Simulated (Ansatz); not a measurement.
This geometry of FH + H5NSi (9 atoms, charge 0, multiplicity 1) is a first-order saddle point.

Theory: RKS PBE/def2-SVP in Ansatz 0.2.0.

```xyz
9
Properties=species:S:1:pos:R:3
Si 0.078 -0.102 0.100
N 0.122 -0.171 2.001
H -0.801 -0.231 2.451
H 0.649 0.594 2.443
H 1.387 0.251 -0.538
H -0.692 1.216 -0.033
H -0.876 -1.071 -0.530
F 1.079 -1.811 0.749
H 0.715 -1.196 1.758
```

Q: Which two structures does it join? (They come from a converged band through this point; their orientation in space is the band's.)

A: Bonds broken: Si1–N2, F8–H9. Bonds formed: Si1–F8, N2–H9. FH + H5NSi becomes FH3Si + H3N.

Initial state:

```xyz
9
Properties=species:S:1:pos:R:3
Si -0.099 0.202 0.106
N 0.079 -0.098 1.859
H -0.800 -0.234 2.374
H 0.640 0.596 2.367
H 1.283 0.313 -0.457
H -0.851 1.474 -0.203
H -0.862 -0.954 -0.460
F 1.352 -2.278 1.179
H 0.918 -1.540 1.634
```

Final state:

```xyz
9
Properties=species:S:1:pos:R:3
Si 0.363 -0.170 -0.336
N -0.109 -0.321 2.309
H -0.994 -0.725 2.643
H 0.067 0.510 2.889
H 0.728 -0.169 -1.806
H 0.465 1.256 0.113
H -1.017 -0.751 -0.259
F 1.529 -1.151 0.305
H 0.630 -0.999 2.541
```

Q: How far does it lie above each of them?

A: 0.45 eV above the first and 1.01 eV above the second. This is the barrier of this one path; another mechanism may lie lower. The orbitals stay closed-shell, which can raise the energy where a bond breaks towards radicals; this wasn't checked here.

The run took 4.1 min on 1 thread of Arm Neoverse V2 (shared host), peak memory 0.13 GiB.
